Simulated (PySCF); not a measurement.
All values below come from PBE-D3(BJ)/def2-TZVP // PBE0-D3(BJ)/def2-TZVP run with PySCF 2.14.0. Isolated molecules, 0 K electronic values unless said otherwise. One relaxed conformer stands for a flexible species; it need not be the lowest. 

Reference species (SMILES): `OC(=C)O` (O–C–O–H torsion -42°, O–C–O–H torsion -42°) (neutral, multiplicity 1).

| Quantity | Value |
|---|---|
| HOMO–LUMO gap | 5.17 eV |

Changed species: `COC=O` (C–O–C–O torsion 0°).

Question: Predict the effect on the HOMO–LUMO gap.

Answer: the HOMO–LUMO gap rises by 0.39 eV, to 5.56 eV.
